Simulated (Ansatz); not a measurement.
Relaxation of AlH$_{6}$NO (9 atoms, charge 0, multiplicity 1), to a largest force component of 0.03 eV/Å in at most 50 steps.

Level of theory: RKS PBE-D4/6-31G* (Ansatz 0.2.0).

```xyz
9
Properties=species:S:1:pos:R:3:forces:R:3
Al -0.098 0.450 -0.527 0.01 0.22 0.76
N -0.031 0.062 2.548 0.02 0.54 -0.77
H -0.790 -0.104 3.215 -0.03 0.02 0.00
H 0.853 -0.076 3.045 0.02 -0.01 0.02
H 1.412 0.037 -0.837 -0.01 -0.02 -0.01
H -1.413 -0.293 -1.064 -0.01 -0.01 -0.02
O -0.282 2.021 0.265 -0.06 -0.22 -0.23
H -1.212 2.317 0.326 0.06 0.00 0.00
H -0.066 1.062 2.249 0.00 -0.52 0.26
```

Q: Where does it end, and by what steps?

A: The run converged. After 11 steps the energy has fallen by 0.853 eV; H6 moved furthest, 0.75 Å. Joined: Al1–N2 (3.10 → 2.08 Å).

```
step  energy less start (eV)  largest force component (eV/Å)  accepted
   0                  0.0000                           0.768       yes
   1                 -0.1791                           0.580       yes
   2                 -0.4181                           0.717       yes
   3                 -0.6628                           0.829       yes
   4                 -0.7775                           1.128       yes
   5                 -0.8176                           1.225       yes
   6                 -0.8313                           0.345       yes
   7                 -0.8297                           1.019        no
   8                 -0.8514                           0.125       yes
   9                 -0.8523                           0.035       yes
  10                 -0.8526                           0.085       yes
  11                 -0.8529                           0.012       yes
```

```xyz
9
Properties=species:S:1:pos:R:3
Al -0.127 0.477 0.105
N 0.014 0.157 2.154
H -0.761 -0.391 2.544
H 0.897 -0.266 2.462
H 1.359 0.033 -0.353
H -1.395 -0.438 -0.327
O -0.422 2.207 0.310
H -1.147 2.587 -0.214
H -0.044 1.111 2.538
```

Whether the end is a true minimum wasn't checked by a vibrational analysis.

Time of the run: 21 s on 1 thread of Arm Neoverse V2, on a shared host, peak memory 0.13 GiB.
